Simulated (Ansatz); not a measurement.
Start from `BS` and change one atom or group to get `B[S][AlH2]`.

Ansatz, PBE0-D4/def2-TZVP geometries, multiplicity 1. 

| property | `BS` |
| --- | --- |
| LUMO energy (ωB97M-V/def2-TZVPP) / eV | 0.66 |
| size of the dipole moment (PBE/def2-TZVPP) / D | 0.94 |
| zero-point energy (PBE0-D4/def2-TZVP) / kJ/mol | 79.5 |
| HOMO–LUMO gap (PBE/def2-TZVPP) / eV | 5.07 |
| HOMO–LUMO gap (PBE0/def2-TZVPP) / eV | 7.17 |
| LUMO energy (PBE0/def2-TZVPP) / eV | -1.31 |

Q: Give the same properties after the change, and the shifts. (Best estimate.)

A: Computed: 
```tsv
property	`B[S][AlH2]`	shift
LUMO energy (ωB97M-V/def2-TZVPP) / eV	-0.16	-0.82
size of the dipole moment (PBE/def2-TZVPP) / D	0.90	-0.04
zero-point energy (PBE0-D4/def2-TZVP) / kJ/mol	95.2	15.7
HOMO–LUMO gap (PBE/def2-TZVPP) / eV	4.22	-0.85
HOMO–LUMO gap (PBE0/def2-TZVPP) / eV	6.30	-0.87
LUMO energy (PBE0/def2-TZVPP) / eV	-1.89	-0.58
```

With PBE0 the HOMO rises by 0.29 eV and the LUMO falls by 0.58 eV, so the gap narrows by about 0.87 eV. PBE moves the HOMO by 0.36 eV and ωB97M-V by 0.35 eV. The zero-point energy changes by 15.7 kJ/mol with +6 modes. Dipoles are sizes alone; their direction can turn.
